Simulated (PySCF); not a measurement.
Molecule: SMILES CC#CCS, C4H6S.

Numbering as in the mapped SMILES `[CH3:1][C:2]#[C:3][CH2:4][SH:5]`. Hydrogens are named by the atom that carries them.

Geometry PBE0-D3(BJ)/def2-SVP throughout; GIAO in PySCF, gas phase, one conformer, non-relativistic; equivalent atoms averaged; basis pcSseg-2.

For orientation, mPW1PW91 gives these shifts δ (against TMS, CS2 at the same level): C2 87.1, C3 85.1, C4 19.5, C1 4.8, S5 -33.4, H(C4) 3.14, H(S5) 1.94, H(C1) 1.86 ppm.

A run gave: C2 87.1, C3 83.1, C4 14.2, C1 3.4, S5 -39.5, H(C4) 2.81, H(S5) 2.14, H(C1) 1.83 ppm (shifts δ (against TMS, CS2 at the same level)).

Question: Which functional was used in that run?
A. HF
B. wB97X-D
C. B97-D
D. CAM-B3LYP
E. BHandHLYP

Answer: A. C4 tells them apart best: HF gives 14.2, BHandHLYP gives 17.7, wB97X-D gives 18.1, CAM-B3LYP gives 17.8, B97-D gives 22.4 ppm.
